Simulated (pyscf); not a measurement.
H₂O + O=SiH₂ → HO–SiH₂–OH (addition across a multiple bond or ene-type step; singlet surface; H–O broken, H–O, O–Si formed). PySCF, gas phase, ωB97X-D3(BJ)/def2-SVP geometries. MP2 and CC: frozen core, UHF for open shells. ΔMP2 is the change of the MP2 total energy from the triple- to the quadruple-zeta basis. Energies in eV from the separated reactants.

| level | barrier | reaction energy |
|---|---|---|
| ωB97X-D3(BJ)/def2-TZVP | -0.86 | -3.22 |
| PBE0-D3(BJ)/def2-TZVP | -0.92 | -3.19 |
| ωB97M-D3(BJ)/def2-TZVP | -0.83 | -3.14 |
| HF/def2-TZVP | -0.52 | -3.40 |
| MP2/def2-QZVPP | … | -3.07 |
| CCSD(T)/def2-TZVPP | -0.71 | -3.07 |
| CCSD(T)/def2-TZVPP + ΔMP2(QZVPP) | … | … |

Complete the blanks.


- MP2/def2-QZVPP, barrier: -0.76
- CCSD(T)/def2-TZVPP + ΔMP2(QZVPP), barrier: -0.72
- CCSD(T)/def2-TZVPP + ΔMP2(QZVPP), reaction energy: -3.08

On the reactant side the descent ends in an adduct with a O–Si contact, 0.95 eV under the separated species and 0.09 eV under the saddle at ωB97X-D3(BJ)/def2-TZVP. At ωB97X-D3(BJ), PBE0-D3(BJ), ωB97M-D3(BJ), HF, MP2, CCSD(T), CCSD(T) the saddle lies under the separated reactants, which points to a path from their complex (located at ωB97X-D3(BJ) alone). What is counted as formed (O–Si) is already present as a longer contact in the reactant adduct; forming that adduct is a step of its own. This is the saddle that the search found; another between the same sides may lie lower. The CCSD(T) − MP2 part came from Ansatz, without density fitting, on the same reference.
